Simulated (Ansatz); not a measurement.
Cost and result for the atomization energy of C3H8FN, SMILES `CC(C)(N)F` (13 atoms, 12 bonds).

```xyz
13

C     0.362    1.091   -0.767
C    -0.371   -0.068   -0.124
C    -0.114   -0.184    1.364
N    -0.130   -1.286   -0.799
F    -1.747    0.248   -0.242
H     0.121    1.133   -1.832
H     0.057    2.032   -0.311
H     1.442    0.974   -0.650
H     0.948   -0.348    1.559
H    -0.684   -1.022    1.772
H    -0.432    0.725    1.876
H     0.435   -1.225   -1.628
H     0.112   -2.070   -0.219
```

The species carries charge 0 and has multiplicity 1. The structure was optimised at the PBE0-D4/def2-TZVP level. It is one conformer, not always the lowest. Program: Ansatz. All runs use 4 threads of an AMD EPYC 7B13 on a shared host. Times are those of one run each, without the atoms' runs, and a repeat can differ threefold. Electronic energies, without spin–orbit coupling; frozen cores. CCSD(T)/CBS adds CCSD(T) − MP2 in def2-TZVPP to the MP2 limit, and its time is that of the two runs behind it. T1 = 0.010. HSE06 is the plane-wave form, built on full-range PBE exchange.

CCSD(T)/CBS is a level of theory with its own doubt, some kJ/mol a heavy atom from the limit and from the frozen cores, so smaller differences don't rank the functionals.

| level | functions | wall time | atomization (kJ/mol) | difference from CCSD(T)/CBS | per bond |
| --- | --- | --- | --- | --- | --- |
| LDA (SPW92)/def2-TZVPP | 267 | 1.3 s | 5742.8 | 749.5 | 62.5 |
| BLYP-D4/def2-TZVPP | 267 | 2 s | 4994.2 | 0.9 | 0.1 |
| revPBE-D4/def2-TZVPP | 267 | 2 s | 4983.4 | -9.9 | -0.8 |
| PBE0-D4/def2-TZVPP | 267 | 2.4 s | 5017.3 | 24.0 | 2.0 |
| PBE-D4/def2-TZVPP (with forces) | 267 | 2.5 s | 5108.3 | 115.0 | 9.6 |
| HSE06-D4/def2-TZVPP | 267 | 2.6 s | 5020.7 | 27.4 | 2.3 |
| BHLYP-D4/def2-TZVPP | 267 | 2.7 s | 4853.3 | -140.0 | -11.7 |
| ωB97X-V/def2-TZVPP | 267 | 6 s | 5008.1 | 14.8 | 1.2 |
| CCSD(T)/def2-SVP | 110 | 6 s | 4756.2 | -237.1 | -19.8 |
| B97M-V/def2-TZVPP | 267 | 6.5 s | 4993.6 | 0.3 | 0.0 |
| MP2/def2-QZVPP | 525 | 24 s | 5006.2 | 12.9 | 1.1 |
| CCSD(T)/def2-TZVPP | 267 | 2.7 min | 4868.2 | -125.1 | -10.4 |
| CCSD(T)/CBS(def2) | – | 3.1 min | 4993.3 | 0.0 | 0.0 |

In def2-TZVPP, CCSD(T) changes the Hartree–Fock value by +1246.5 kJ/mol (the triples alone add +67.4 kJ/mol) and MP2 by +1310.7 kJ/mol; breaking electron pairs costs correlation energy, which Hartree–Fock lacks. From r2SCAN to r2SCAN0 (25 % exact exchange), in def2-TZVPP and without D4, the atomization energy moves by −69.3 kJ/mol: exact exchange takes away binding that semilocal exchange gives to molecules. At CCSD(T), def2-SVP lies −237.1 kJ/mol from the extrapolated value and def2-TZVPP −125.1 kJ/mol: correlation converges slowly with the basis, and small sets miss more of it in the bonded molecule than in its fragments.
